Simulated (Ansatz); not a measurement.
Results of PBE0 (plane waves, PAW; Ansatz, a quantum-chemistry and plane-wave program) for diamond-structure Si.

Settings: plane-wave cutoff 520 eV, 8×8×8 k mesh, finite displacements, scalar-relativistic PAW data made under PBE.

Computed at the level's own relaxed cell.

```yaml
crystal:
  lattice:
    - [0.00000, 2.71824, 2.71824]
    - [2.71824, 0.00000, 2.71824]
    - [2.71824, 2.71824, 0.00000]
  atoms:
    - { symbol: Si, position: [0.50000, 0.50000, 0.50000] }
    - { symbol: Si, position: [0.75000, 0.75000, 0.75000] }
```

Harmonic phonon frequencies (cm⁻¹; i marks an imaginary mode):

| q point | frequencies |
|---|---|
| Γ | 0 0 0 531 531 531 |
| X | 157 157 423 423 472 472 |
| L | 118 118 389 421 504 504 |

Measured, for comparison: zone-centre TO phonon frequency 525 cm⁻¹ (low temperature, zero-point motion not removed; as tabulated in Tanner et al. (2021), arXiv:2110.11888). Computed (rounded) less measured: zone-centre TO phonon frequency +1 %.

No imaginary mode appears at these points.
